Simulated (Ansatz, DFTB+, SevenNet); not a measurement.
**Ladder of methods for the TO phonon frequency at L of diamond**

Reference value: 1206 cm⁻¹ (measured, temperature not stated, no zero-point or thermal correction; as tabulated in arXiv:cond-mat/0412643).

```tsv
level (code)	value (cm⁻¹)	cell (Å³/atom)
DFTB cp2k-nonscc (DFTB+)	1269	5.68
SevenNet-0	1045	5.69
LDA (Ansatz)	1231	5.51
BLYP (Ansatz)	?	5.82
PBE (Ansatz)	?	5.70
RPBE (Ansatz)	?	5.78
PBE-D3(BJ) (Ansatz)	1211	5.63
r²SCAN (Ansatz)	1221	5.64
r²SCAN+rVV10 (Ansatz)	1225	5.63
HSE06 (Ansatz)	1267	5.57
PBE0 (Ansatz)	1269	5.57
```

Question: Complete the blanks.

Answer: 
- BLYP (Ansatz, a program for electronic structure), value (cm⁻¹): 1154
- PBE (Ansatz), value (cm⁻¹): 1193
- RPBE (Ansatz), value (cm⁻¹): 1180

Differences against the reference: DFTB cp2k-nonscc +5.2 %, SevenNet-0 -13.3 %, LDA +2.1 %, BLYP -4.3 %, PBE -1.1 %, RPBE -2.2 %, PBE-D3(BJ) +0.4 %, r²SCAN +1.2 %, r²SCAN+rVV10 +1.6 %, HSE06 +5.1 %, PBE0 +5.2 %.

Once the reference is moved by up to 3.0 % (a margin picked here for doubts on the reference and the settings, and for temperature and zero-point motion) and values within 1.0 % count as equal, the nearest can be PBE-D3(BJ) (+0.4 %), PBE (-1.1 %), r²SCAN (+1.2 %), r²SCAN+rVV10 (+1.6 %), LDA (+2.1 %), RPBE (-2.2 %) or BLYP (-4.3 %). Among them SevenNet-0 (-13.3 %) misses by most. Within 10 %: DFTB cp2k-nonscc, LDA, BLYP, PBE, RPBE, PBE-D3(BJ), r²SCAN, r²SCAN+rVV10, HSE06, PBE0.

The reference isn't brought to a static lattice, while the calculations are for one, so the differences are not the levels' errors alone.  DFTB cp2k-nonscc: this tight-binding set is not self-consistent in the charges. PBE-D3(BJ): the dispersion coefficients are held fixed in the derivatives. Each level is taken at its own relaxed cell. Cutoffs and k meshes differ between the levels. Ansatz's density-functional and Hartree–Fock values are scalar-relativistic unless marked +SOC, with PAW data made under PBE.

Machine-learned potentials (SevenNet-0) are trained on DFT data: a solid inside that data is no test of them.

Differences are worked out from the printed values.
